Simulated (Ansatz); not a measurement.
## Worked example: correlation energy of Si–AsH₂, doublet

Geometry: displaced at random from a stationary point.

| atom | x (Å) | y (Å) | z (Å) |
| --- | --- | --- | --- |
| Si | 0.0419 | 0.0113 | 1.7224 |
| As | -0.0397 | -0.0049 | -0.6185 |
| H | 0.9447 | 1.1905 | -1.0240 |
| H | 0.8419 | -1.1444 | -0.9942 |

Basis cc-pVDZ; Ansatz 0.2.0. Only valence electrons are correlated (noble-gas cores and the filled d shells of p-block atoms frozen), which leaves 11 electrons in 36 orbitals. Prefix R: restricted or restricted open-shell reference; prefix U: unrestricted. No spin–orbit coupling is included, and no scalar relativity.

Full CI isn't at hand for all of this; UCCSDT(Q) serves as the reference, and is uncertain by the last step of the cluster series or more.

UCCSD has a T1 diagnostic of 0.036 and a largest doubles amplitude of 0.06.

Runs differ by some tens of microhartree through their thresholds and, for an open shell, their frozen cores, so steps under 0.03 kcal/mol mean nothing.

| level | total energy (hartree) |
| --- | --- |
| UHF | -2524.199784 |
| UMP2 | -2524.371146 |
| UCCSD | -2524.411587 |
| UCCSD(T) | -2524.418648 |
| UCCSDT | -2524.420014 |
| UCCSDT(Q) | -2524.420503 |

Question: What is the correlation energy at UCCSDT(Q), and what share of it do UMP2 and UCCSD(T) recover?

Answer: E(corr) = -2524.420503 − (-2524.199784) = -0.220719 hartree = -6.006 eV. UMP2: -0.171362 / -0.220719 = 77.64 %. UCCSD(T): -0.218864 / -0.220719 = 99.16 %.

Question: By how many kcal/mol does UCCSD(T) miss UCCSDT(Q) (1 hartree = 627.509 kcal/mol), and which steps make up the rest?

Answer: -2524.418648 − (-2524.420503) = 0.001855 hartree = 1.16 kcal/mol. Steps: UCCSDT − UCCSD(T) = -0.86, UCCSDT(Q) − UCCSDT = -0.31 kcal/mol. Differences between like states or geometries often cancel part of this.
